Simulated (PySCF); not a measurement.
```csv
atom,x (Å),y (Å),z (Å)
C,0.0000,0.0000,0.0000
O,1.0542,0.0000,0.6716
O,-1.0542,0.0000,0.6716
H,0.0000,0.0000,-1.1000
```

Basis set: cc-pVTZ (spherical functions). Left uncorrelated: 3 orbitals. Charge -1, multiplicity 1.

Starred EOM-CCSD(T)(a) on the restricted Hartree–Fock determinant with PySCF 2.14.0; the energies are vertical.

Problem. The solver was asked for the few lowest roots only. Give the ionization energies of singlet CHO₂(-) among them whose weight of singles is over 0.7.

Solution.

```tsv
root	energy (eV)	weight of singles
1	2.54	0.95
2	3.14	0.95
3	3.67	0.95
```

Higher main lines weren't sought. Caution: no diffuse functions for an anion.
